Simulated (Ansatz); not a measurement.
# CH4OSi (SMILES C=[SiH]O): one structure at several levels

The task here is to estimate one member of a computed series from the others.

Computed with Ansatz 0.2.0, Gaussian basis. Level: single points in def2-TZVPP.

Correlated methods freeze the cores. B3LYP uses VWN-RPA correlation.

## The system as given

SMILES `C=[SiH]O`, 7 atoms, charge 0, spin multiplicity 1.

Atoms are counted from 1 here; the program's logs count them from 0.

Bond lengths: C1–Si2 1.971 Å, C1–H4 0.931 Å, C1–H5 1.085 Å, Si2–O3 1.811 Å, Si2–H6 1.396 Å, O3–H7 0.907 Å. Angles: Si2–C1–H4 117.4°, Si2–C1–H5 99.2°, H4–C1–H5 137.0°, C1–Si2–O3 112.3°, C1–Si2–H6 134.2°, O3–Si2–H6 113.5°, Si2–O3–H7 101.6°.

Coordinates:

```xyz
7
CH4OSi
C    -1.38260    0.28520   -0.65570
Si    0.33280    0.32270    0.31460
O     1.34940   -1.13520   -0.03260
H    -1.69670   -0.54390   -0.94030
H    -1.81020    1.21270   -0.28870
H     0.94770    1.24090    1.16730
H     2.07920   -0.97510    0.48120
```

The first run:

run/in.yaml

```yaml
crystal:
  periodic: [false, false, false]
  atoms:
    - {symbol: C, position_ang: [-1.382600, 0.285200, -0.655700]}
    - {symbol: Si, position_ang: [0.332800, 0.322700, 0.314600]}
    - {symbol: O, position_ang: [1.349400, -1.135200, -0.032600]}
    - {symbol: H, position_ang: [-1.696700, -0.543900, -0.940300]}
    - {symbol: H, position_ang: [-1.810200, 1.212700, -0.288700]}
    - {symbol: H, position_ang: [0.947700, 1.240900, 1.167300]}
    - {symbol: H, position_ang: [2.079200, -0.975100, 0.481200]}
basis:
  gaussian: {orbitals: def2-TZVPP}
correlation: {method: ccsd_t}
output: {forces: true}
```

The command line of these runs was not kept.

Steps of the session up to this table: CCSD(T)/def2-TZVPP; PBE0-D4/def2-TZVPP; wB97M-V/def2-TZVPP; r2SCAN-D4/def2-TZVPP; PBE-D4/def2-TZVPP; LC-wPBE/def2-TZVPP; B3LYP-D4/def2-TZVPP.

One table of the session follows, with a row left open; its other results are not shown here.

| method | RMS force component (eV/Å) | angle to CCSD(T) forces (°) | dipole (D) |
| --- | --- | --- | --- |
| CCSD(T) | 3.969 | reference | 2.77 |
| PBE0-D4 | ? | ? | ? |
| wB97M-V | 4.090 | 2.8 | 3.28 |
| r2SCAN-D4 | 4.024 | 1.3 | 2.96 |
| PBE-D4 | 3.996 | 3.0 | 2.84 |
| LC-wPBE | 4.258 | 4.0 | 3.50 |
| B3LYP-D4 | 3.989 | 1.6 | 3.06 |

**Question.** Estimate the row for PBE0-D4.

As computed: RMS force component (eV/Å): 4.087; angle to CCSD(T) forces (°): 2.0; dipole (D): 3.09. In the column «RMS force component (eV/Å)» it lies between r2SCAN-D4 (4.024) and wB97M-V (4.090).
